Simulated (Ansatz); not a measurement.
# Structure relaxation of TaI

Method: Ansatz 0.2.0, DFT PBE, scalar-relativistic, plane waves, PAW. Cutoff 420 eV, Γ-centred k mesh, Gaussian smearing, no spin polarisation in the final step.

TaI was placed on the CoSn structure type (P6/mmm, No. 191), with Ta in place of Co, I in place of Sn, at a guessed volume.

```
CELL_PARAMETERS angstrom
6.23587 0.00000 0.00000
-3.11794 5.40042 0.00000
0.00000 0.00000 5.03121
ATOMIC_POSITIONS crystal
Ta 0.50000 0.00000 0.00000
Ta 0.50000 0.50000 0.00000
Ta 0.00000 0.50000 0.00000
I 0.00000 0.00000 0.00000
I 0.33333 0.66667 0.50000
I 0.66667 0.33333 0.50000
```

Cell and atoms relax at zero pressure; the relaxation can't lower the symmetry of the start. After a coarse first stage the cell is made exact in the group found at 0.06 Å.

Energies over the elements count from the elements' standard structures at the same level, with no empirical corrections.

(1) Describe the relaxed structure.

(2) What are its volume, energy, density and gap?

## Answers

(1) It keeps P6/mmm (No. 191). The result has the CoSn (Ta on Co sites) structure. Conventional cell: a = 5.929 Å, c = 5.101 Å. Ta has 4 Ta at 2.96 Å and 6 I at 2.96–3.07 Å; around I on Wyckoff site a (1 atom of the primitive cell) lie 6 Ta at 2.96 Å; I on Wyckoff site d (2 atoms of the primitive cell) is coordinated by 6 Ta at 3.07 Å and 3 I at 3.42 Å.

```xyz
6
Lattice="5.9294 0.0000 0.0000 -2.9647 5.1350 0.0000 0.0000 0.0000 5.1005" Properties=species:S:1:pos:R:3 pbc="T T T"
Ta    2.9647    0.0000    0.0000
Ta    1.4823    2.5675    0.0000
Ta   -1.4823    2.5675    0.0000
I     0.0000    0.0000    0.0000
I     0.0000    3.4233    2.5503
I     2.9647    1.7117    2.5503
```

(2) The volume per atom is 25.88 Å³ and the density is 9.88 g/cm³. The energy over the elements is 0.83 eV/atom. The gap on the 6×6×8 mesh is 0 eV (a metal).

The final run used a 6×6×8 mesh on its 6-atom cell and 0.10 eV smearing. The k mesh leaves about 4 meV/atom of noise in metals. Spin–orbit coupling is left out. Symmetry constrained the relaxation, so the result can be a saddle point.

Cost: 3 runs of about 2.8 core-minutes in all, on Intel Xeon Platinum 8259CL (Skylake/Cascade Lake) (shared hosts).